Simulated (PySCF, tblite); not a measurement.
# pivaldehyde cation (C₅H₁₀O+) (doublet): geometry, infrared bands and EPR parameters

Wanted: the infrared bands and EPR parameters of pivaldehyde cation (C₅H₁₀O+) (doublet) (`CC(C)(C)C=[O+]`), by calculation.

The runs use tblite 0.8.0 and PySCF 2.14.0, with density-fitted response routines of our own; the level of theory stands in each step. All values are computed, except where a source is named. Atoms count from 0, in the outputs and in this text.

### Step 1. Starting geometry

16 atoms, charge 1, multiplicity 2; geometry from: force field or distance geometry start.

Bonds of the start (Å): C0–C1 1.49, C1–C2 1.55, C1–C3 1.51, C1–C4 1.50, C4–O5 1.24, C0–H6 1.10, C0–H7 1.10, C0–H8 1.13, C2–H9 1.09, C2–H10 1.11, C2–H11 1.10, C3–H12 1.08, C3–H13 1.12, C3–H14 1.12, C4–H15 1.09.

### Step 2. Relaxing the molecule with GFN2-xTB

Job settings and geometry (Å):

```
{"job": {"kind": "relax", "xc": "GFN2-xTB", "basis": "xTB"}, "charge": 1, "multiplicity": 2}
C     -0.890200     0.657200     1.016300
C     -0.077300     0.026800    -0.063500
C      0.977700    -0.945800     0.531200
C      0.708100     0.981600    -0.926000
C     -1.005700    -0.857400    -0.846400
O     -2.202900    -0.900400    -0.523100
H     -0.619200     0.189200     1.979200
H     -0.787100     1.753400     1.088800
H     -1.983100     0.424200     0.859300
H      1.284100    -1.592900    -0.289300
H      0.525900    -1.460100     1.398700
H      1.818700    -0.294900     0.811000
H      0.138700     1.834300    -1.272200
H      1.611600     1.263600    -0.326600
H      1.127900     0.362900    -1.759100
H     -0.635000    -1.432700    -1.689700
```

Run with:

```bash
OMP_NUM_THREADS=1 python probes_run.py task.json out
```

This one command runs all jobs of the session in turn.

Output:

```text
step      E/eV     max force
  0    -525.37365    4.556
  1    -525.53866    5.653
  2    -525.72047    1.051
  3    -525.78073    0.835
  4    -525.92486    0.981
  5    -525.97063    0.666
  6    -526.02612    0.595
  7    -526.05634    0.580
  8    -526.08311    0.435
  9    -526.10105    0.312
 10    -526.12598    0.499
 11    -526.15626    0.758
 12    -526.18960    0.738
 13    -526.21400    0.407
 14    -526.22893    0.256
 15    -526.23883    0.301
 16    -526.24492    0.271
 17    -526.24924    0.161
 18    -526.25317    0.171
 19    -526.25685    0.190
 20    -526.25971    0.178
 21    -526.26145    0.113
 22    -526.26276    0.113
 23    -526.26434    0.129
 24    -526.26641    0.184
 25    -526.26897    0.182
 26    -526.27201    0.153
 27    -526.27538    0.207
 28    -526.27862    0.192
 29    -526.28121    0.172
 30    -526.28301    0.136
 31    -526.28432    0.089
 32    -526.28552    0.108
 33    -526.28679    0.112
 34    -526.28816    0.124
 35    -526.28964    0.113
 36    -526.29139    0.120
 37    -526.29371    0.137
 38    -526.29672    0.176
 39    -526.29992    0.187
 40    -526.30245    0.141
 41    -526.30403    0.094
 42    -526.30507    0.121
 43    -526.30657    0.165
 44    -526.30846    0.153
 45    -526.31150    0.102
 46    -526.31222    0.086
 47    -526.31374    0.094
 48    -526.31537    0.171
 49    -526.31939    0.311
 50    -526.32603    0.426
 51    -526.33286    0.318
 52    -526.33109    0.564
 53    -526.33338    0.758
 54    -526.35516    0.237
 55    -526.36050    0.213
 56    -526.36867    0.369
 57    -526.37510    0.179
 58    -526.37833    0.133
 59    -526.38121    0.099
 60    -526.38278    0.094
 61    -526.38392    0.083
 62    -526.38512    0.122
 63    -526.38619    0.148
 64    -526.38723    0.172
 65    -526.38826    0.101
 66    -526.38927    0.090
 67    -526.39015    0.074
 68    -526.39074    0.065
 69    -526.39129    0.058
 70    -526.39180    0.071
 71    -526.39220    0.054
 72    -526.39252    0.042
 73    -526.39279    0.027
 74    -526.39298    0.028
 75    -526.39312    0.024
 76    -526.39323    0.021
 77    -526.39334    0.027
 78    -526.39350    0.035
 79    -526.39374    0.040
 80    -526.39410    0.062
 81    -526.39458    0.069
 82    -526.39503    0.051
 83    -526.39534    0.051
 84    -526.39557    0.048
 85    -526.39581    0.046
 86    -526.39617    0.060
 87    -526.39655    0.064
 88    -526.39686    0.054
 89    -526.39709    0.036
 90    -526.39733    0.039
 91    -526.39765    0.045
 92    -526.39799    0.048
 93    -526.39821    0.034
 94    -526.39834    0.026
 95    -526.39843    0.023
 96    -526.39859    0.028
 97    -526.39866    0.017
 98    -526.39871    0.010
 99    -526.39872    0.008
```

Run time: 0.51 s. Hardware: 1 thread of Arm Neoverse V1, shared host; peak memory 0.18 GiB.

Relaxation path: (not every step is listed)

| step | energy from step 0 (eV) | largest force (eV/Å) |
| --- | --- | --- |
| 0 | 0.0000 | 4.5563 |
| 1 | -0.1650 | 5.6525 |
| 2 | -0.3468 | 1.0508 |
| 3 | -0.4071 | 0.8355 |
| 4 | -0.5512 | 0.9809 |
| 5 | -0.5970 | 0.6664 |
| 6 | -0.6525 | 0.5948 |
| 7 | -0.6827 | 0.5803 |
| 8 | -0.7095 | 0.4347 |
| 16 | -0.8713 | 0.2713 |
| 24 | -0.8928 | 0.1839 |
| 32 | -0.9119 | 0.1084 |
| 40 | -0.9288 | 0.1408 |
| 48 | -0.9417 | 0.1713 |
| 56 | -0.9950 | 0.3689 |
| 64 | -1.0136 | 0.1720 |
| 72 | -1.0189 | 0.0418 |
| 80 | -1.0204 | 0.0624 |
| 88 | -1.0232 | 0.0541 |
| 94 | -1.0247 | 0.0258 |
| 95 | -1.0248 | 0.0233 |
| 96 | -1.0249 | 0.0276 |
| 97 | -1.0250 | 0.0167 |
| 98 | -1.0251 | 0.0099 |
| 99 | -1.0251 | 0.0081 |

Distances of close pairs at the start and the end, largest changes first:

| bond | before (Å) | after (Å) | change (Å) |
| --- | --- | --- | --- |
| C1–C4 | 1.502 | 1.602 | +0.100 |
| C4–O5 | 1.241 | 1.165 | -0.075 |
| C0–H8 | 1.128 | 1.090 | -0.039 |
| C3–H14 | 1.119 | 1.088 | -0.032 |
| C3–H13 | 1.120 | 1.092 | -0.028 |
| C1–C2 | 1.553 | 1.527 | -0.026 |
| C0–C1 | 1.491 | 1.510 | +0.018 |
| C2–H10 | 1.105 | 1.088 | -0.017 |

The end geometry stands in the next job.

### Step 3. Vibrational analysis with GFN2-xTB

Job settings and geometry (Å):

```
{"job": {"kind": "ir", "xc": "GFN2-xTB", "basis": "xTB"}, "charge": 1, "multiplicity": 2}
C     -0.829764     0.745875     1.048884
C     -0.015940     0.041399    -0.009501
C      0.952186    -1.004765     0.537764
C      0.602428     0.969232    -1.023218
C     -1.014708    -0.964661    -0.756670
O     -1.940045    -1.471909    -0.262057
H     -1.285288     0.044449     1.744116
H     -0.173322     1.419083     1.605725
H     -1.611984     1.374448     0.623549
H      1.456132    -1.568440    -0.244842
H      0.476879    -1.692227     1.234520
H      1.725517    -0.462224     1.089640
H     -0.147114     1.572288    -1.533581
H      1.260567     1.675699    -0.513183
H      1.201564     0.439400    -1.760098
H     -0.664707    -1.108703    -1.792458
```

Output:

```text
mode    cm-1     km/mol
  1      67.9     13.41
  2     153.7      1.12
  3     216.6      0.64
  4     229.3      5.10
  5     243.2      2.07
  6     269.7      9.64
  7     338.2      2.26
  8     380.4      2.10
  9     399.8      2.04
 10     512.4     15.74
 11     631.5     12.41
 12     809.7      1.01
 13     847.3      0.69
 14     911.5      5.55
 15     923.3      2.75
 16     950.7      1.76
 17     974.5     11.35
 18     979.5      3.72
 19    1091.5     57.13
 20    1162.7     31.23
 21    1200.7     75.70
 22    1264.5     39.39
 23    1333.1     26.66
 24    1347.9    150.24
 25    1359.6    120.09
 26    1383.0      6.21
 27    1399.3     88.56
 28    1409.8     14.96
 29    1431.6      4.07
 30    1436.1      3.37
 31    1463.1     31.82
 32    1896.2    291.66
 33    2775.8     65.38
 34    2958.7     46.61
 35    2973.3     39.68
 36    2993.4     31.82
 37    3023.0     21.96
 38    3036.1     12.29
 39    3042.7      5.82
 40    3047.5      1.84
 41    3054.0      1.90
 42    3056.5      1.83
```

It took 0.38 s on 1 thread of Arm Neoverse V1, shared host; peak memory 0.18 GiB.

The strongest bands and the atoms that carry them (share of the mass-weighted mode):

| cm⁻¹ | km/mol | atoms |
| --- | --- | --- |
| 1092 | 57.1 | C1 19 %, H15 13 % |
| 1201 | 75.7 | C1 42 % |
| 1348 | 150.2 | H8 26 %, H7 19 %, H9 16 %, H11 13 % |
| 1360 | 120.1 | H10 31 %, H11 27 %, H12 13 % |
| 1399 | 88.6 | H13 24 %, H12 20 %, H14 10 % |
| 1896 | 291.7 | C4 53 %, O5 44 % |
| 2776 | 65.4 | H15 92 % |
| 2959 | 46.6 | H11 88 % |

### Step 4. Optimising the geometry at PBE0-D3(BJ)/def2-SVP

Job settings and geometry (Å):

```
{"job": {"xc": "PBE0", "basis": "def2-SVP", "d3": "d3bj", "grid": 1, "shake": 0.01, "kind": "geom"}, "charge": 1, "multiplicity": 2}
C     -0.809350     0.720320     1.053060
C     -0.021620     0.036870    -0.011660
C      0.931990    -1.007080     0.529110
C      0.635660     0.971490    -1.026740
C     -1.017520    -0.971340    -0.767220
O     -1.943950    -1.467090    -0.264440
H     -1.275710     0.042450     1.744360
H     -0.157860     1.424530     1.600670
H     -1.613810     1.379850     0.642900
H      1.453440    -1.570880    -0.234820
H      0.468010    -1.695140     1.243350
H      1.731320    -0.461310     1.096340
H     -0.175400     1.582500    -1.543180
H      1.243880     1.678460    -0.506180
H      1.197120     0.428640    -1.759840
H     -0.665230    -1.094650    -1.784980
```

Output:

```text
step   0  E = -270.91414227  max force = 0.057124
step   1  E = -270.92142208  max force = 0.005719
step   2  E = -270.92187315  max force = 0.001664
step   3  E = -270.92196791  max force = 0.001592
step   4  E = -270.92208258  max force = 0.002003
step   5  E = -270.92223162  max force = 0.002065
step   6  E = -270.92235949  max force = 0.002934
step   7  E = -270.92242803  max force = 0.002006
step   8  E = -270.92247199  max force = 0.000670
step   9  E = -270.92248506  max force = 0.000420
optimisation converged
```

It took 2 min on 1 thread of Arm Neoverse V1, shared host; peak memory 0.6 GiB.

Relaxation path:

| step | energy from step 0 (eV) | largest force component (eV/Å) |
| --- | --- | --- |
| 0 | 0.0000 | 2.9374 |
| 1 | -0.1981 | 0.2941 |
| 2 | -0.2104 | 0.0856 |
| 3 | -0.2129 | 0.0819 |
| 4 | -0.2161 | 0.1030 |
| 5 | -0.2201 | 0.1062 |
| 6 | -0.2236 | 0.1509 |
| 7 | -0.2255 | 0.1032 |
| 8 | -0.2267 | 0.0345 |
| 9 | -0.2270 | 0.0216 |

Close pairs (by a distance rule), those that changed most:

| bond | before (Å) | after (Å) | change (Å) |
| --- | --- | --- | --- |
| C1–C4 | 1.606 | 1.659 | +0.053 |
| C3–H12 | 1.139 | 1.100 | -0.039 |
| C3–H13 | 1.068 | 1.106 | +0.038 |
| C4–H15 | 1.084 | 1.116 | +0.032 |
| C3–H14 | 1.071 | 1.099 | +0.028 |
| C0–H6 | 1.075 | 1.098 | +0.024 |
| C0–H8 | 1.118 | 1.099 | -0.020 |
| C0–C1 | 1.490 | 1.508 | +0.018 |

The final coordinates are the input of the step that follows.

| at the end point | value |
| --- | --- |
| rotational constants (GHz, main isotopes) | 4.284, 2.801, 2.758 |
| ⟨S²⟩ | 0.756 |

### Step 5. EPR parameters: B3LYP/IGLO-III+pcH-1

Job settings and geometry (Å):

```
{"job": {"kind": "epr"}, "charge": 1, "multiplicity": 2}
C     -0.823384     0.621045     1.149223
C     -0.004724     0.023229     0.032429
C      1.115947    -0.893432     0.498966
C      0.384898     1.011768    -1.053613
C     -0.934113    -1.057340    -0.817147
O     -2.026152    -1.318849    -0.491404
H     -1.135902    -0.128425     1.888921
H     -0.180439     1.352536     1.667053
H     -1.705298     1.162553     0.780290
H      1.690945    -1.334378    -0.327860
H      0.767056    -1.682331     1.181242
H      1.803365    -0.251197     1.081332
H     -0.476062     1.569799    -1.449932
H      1.046755     1.751833    -0.567034
H      0.947501     0.551557    -1.878342
H     -0.396242    -1.487842    -1.695366
```

Level: UKS B3LYP, IGLO-III on C O, pcH-1 on H, non-relativistic, mean-field spin-orbit, GIAO.

Output:

```text
UKS, coarse grid
  cycle   1  E = -271.39873082  |g| = 5.80e-01
  cycle   2  E = -270.75405868  |g| = 1.42e+00
  cycle   3  E = -271.52367474  |g| = 1.93e-01
  cycle   4  E = -271.53976687  |g| = 8.43e-02
  cycle   5  E = -271.54285835  |g| = 1.82e-02
  cycle   6  E = -271.54299330  |g| = 1.07e-02
  cycle   7  E = -271.54305873  |g| = 3.74e-03
  cycle   8  E = -271.54307046  |g| = 1.41e-03
  cycle   9  E = -271.54307272  |g| = 4.35e-04
UKS, final grid
  cycle   1  E = -271.54309074  |g| = 4.23e-04
  cycle   2  E = -271.54309073  |g| = 6.31e-04
  cycle   3  E = -271.54309088  |g| = 1.89e-04
  cycle   4  E = -271.54309090  |g| = 1.22e-04
  cycle   5  E = -271.54309092  |g| = 4.01e-05
  cycle   6  E = -271.54309092  |g| = 9.79e-06
E = -271.54309092 Eh   <S^2> = 0.7552 (exact 0.7500)
g shifts (ppm)      1          2          3
  rmc          -241       -241       -241
  gc             32          0         33
  oz_so       -1090        622       4890
  total       -1298        381       4683
hyperfine (MHz)  atom isotope    a_iso     a_fc   dipolar eigenvalues
    0   13C      -7.95      -7.95     -2.26     -1.59      3.84
    1   13C      -2.93      -2.93    -26.93    -26.62     53.56
    2   13C      -3.13      -3.13     -4.81     -4.41      9.22
    3   13C      -3.68      -3.68     -4.59     -4.17      8.77
    4   13C     -22.89     -22.89    -22.16     -8.44     30.60
    5   17O     -28.26     -28.26   -154.29     71.04     83.25
    6    1H       0.89       0.89     -3.96     -1.12      5.09
    7    1H      45.09      45.09     -3.07     -0.76      3.83
    8    1H       4.02       4.02     -3.99     -1.28      5.27
    9    1H      -2.40      -2.40     -4.24     -0.08      4.32
   10    1H      11.95      11.95     -4.21     -1.73      5.94
   11    1H      85.30      85.30     -4.07     -0.89      4.95
   12    1H      12.65      12.65     -4.01     -1.93      5.94
   13    1H      83.34      83.34     -3.99     -0.83      4.82
   14    1H      -2.28      -2.28     -4.22     -0.02      4.24
   15    1H     288.94     288.94     -7.12     -5.11     12.23
```

Wall time 79 s (1 thread of Arm Neoverse V1, shared host); peak memory 1.2 GiB.

Principal g values 2.00102, 2.00270, 2.00700; g(iso) = 2.00357, against 2.00232 for a free electron.

Mean a(iso) over the nuclei that a row names, and the largest dipolar term of the row (other rows stand at the frozen geometry):

| nuclei | isotope | a(iso) (MHz) | a(iso) (G, at g = 2.0023) | largest dipolar term (MHz) |
| --- | --- | --- | --- | --- |
| H15 | 1H | 288.9 | 103.1 | 12.2 |
| O5 | 17O | -28.3 | -10.1 | -154.3 |
| H6, H7, H8, H9, H10 and 4 more | 1H | 26.5 | 9.5 | 5.9 |
| C4 | 13C | -22.9 | -8.2 | 30.6 |
| C0, C2, C3 | 13C | -4.9 | -1.8 | 9.2 |
| C1 | 13C | -2.9 | -1.0 | 53.6 |

Mulliken spin populations:

C0 0.00; C1 0.21; C2 0.02; C3 0.02; C4 0.02; O5 0.51; H6 0.00; H7 0.02; H8 0.00; H9 0.00; H10 0.00; H11 0.04; H12 0.00; H13 0.04; H14 0.00; H15 0.12

In first order the couplings over 0.8 MHz of 1H give 20 distinct lines over 188.2 G, if the averaged nuclei exchange fast.

Orbitals, density, ELF and potential are computed afterwards from the orbital file.

ELF in a plane through or near 5 of the atoms.

Ten even steps from ' ' (0.00) to '@' (1.00):
```
                                                        
                                                        
                                                        
                      ==####**--                        
                    ::%%@@@@@@@@==                      
          ..==++==::--%%@@@@@@%%--                      
          ##@@@@@@@@##**%%@@##--    --**##**--          
          %%@@@@@@@@@@..::++==..  --##%%%%##==          
          ++@@@@@@@@##**%%%%**==--++##%%%%**--          
                ..  ..++##::::##@@::**..++--..          
                    ..==**--..##%%--::--**==::          
          ..++%%@@%%****##%%**--::++%%@@@@@@%%::        
          ++@@@@@@@@%%++==**==..  --%%@@@@@@@@--        
          ==%%@@@@@@##**%%@@%%**..  --%%@@@@##..        
            ::==--::::%%@@@@@@@@##      ....            
                    ..%%@@@@@@@@##                      
                      --##%%%%++..                      
                                                        
                                                        
                                                        
```
The map spans 9.2 Å across and 9.5 Å up, centred on the molecule. Atoms in the plane (x, y in Å): C0 (1.5, 0.1), C1 (0.0, 0.0), H10 (-0.1, -2.2), H12 (-0.3, 2.2), H14 (-1.7, 1.3).

On the surface of density 0.002 e/bohr³ the electrostatic potential runs, from the 1st to the 99th percentile, from 3.77 V near O5 to 6.69 V near H15.

The spin density lies nearest to O5 43 %; C1 18 %; C4 12 %; H15 11 %.

### Step 6. Summary of results

```
                                 quantity                  value
strongest single infrared mode (GFN2-xTB)  1896 cm⁻¹, 292 km/mol
             zero-point energy (GFN2-xTB)          84.3 kcal/mol
     rotational constants (main isotopes)   4.28, 2.80, 2.76 GHz
                           g(iso) (B3LYP)                2.00357
                                     ⟨S²⟩     0.755 (exact 0.75)
       largest a(iso) (averaged by class)   1H on H15, 288.9 MHz
```

**Reading.** Over 99 steps the energy fell by 1.025 eV; of the close pairs, C1–C4 changed most, 1.502 to 1.602 Å (GFN2-xTB). All 42 modes are real, so the xTB geometry is a minimum. The strongest single mode, at 1896 cm⁻¹, moves mainly C4 and O5. GFN2-xTB is a fitted tight-binding method: band positions and strengths are rough. Its intensities can rank the bands wrongly. Relaxing lowered the energy by 0.227 eV in 9 steps; the close pair that moved most is C1–C4, from 1.606 to 1.659 Å (PBE0/def2-SVP). No frequency check was run at this level, so the end point may be a saddle. The largest share of the spin, 0.51 e, sits on O5. The isotropic g lies 1.3 ppt above the free-electron value.
